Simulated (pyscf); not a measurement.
A first-order saddle from PySCF, ωB97X-D3(BJ)/def2-SVP:

```xyz
8

Si    -0.5533    -1.0049     0.3023
F      0.3302    -0.5319     1.5923
H     -0.3716    -2.4933     0.2904
H     -1.9831    -0.6580     0.5063
N      0.0409     0.3090    -0.8805
H      0.2092     1.6078    -0.6942
H      0.9744     0.0729    -1.2346
H     -0.5644     0.3200    -1.7078
```
Charge 0, spin multiplicity 2.

Surface: doublet, charge 0. Lowest wavenumbers (cm⁻¹): 1896i, 173, 264, 445, 587.

Q: Name the species on either side of this saddle.

A: F–SiH₂• + NH₃ ⇌ H₂N–SiH₂–F + H•, a substitution at N read from left to right: H–N broken and N–Si formed. At CCSD(T)/def2-TZVPP + ΔMP2(QZVPP) it lies +18.3 kcal/mol from the left side and +20.5 kcal/mol from the right (each side as separated species at their lowest minima found). On the reactant side the descent ends in a complex, 6.9 kcal/mol under the separated species and 25.8 kcal/mol under the saddle at ωB97X-D3(BJ)/def2-TZVP. This is the saddle that the search found; another between the same sides may lie lower. The angle at the attacked N is 130°. The CCSD(T) − MP2 part came from Ansatz, without density fitting, on the same reference.
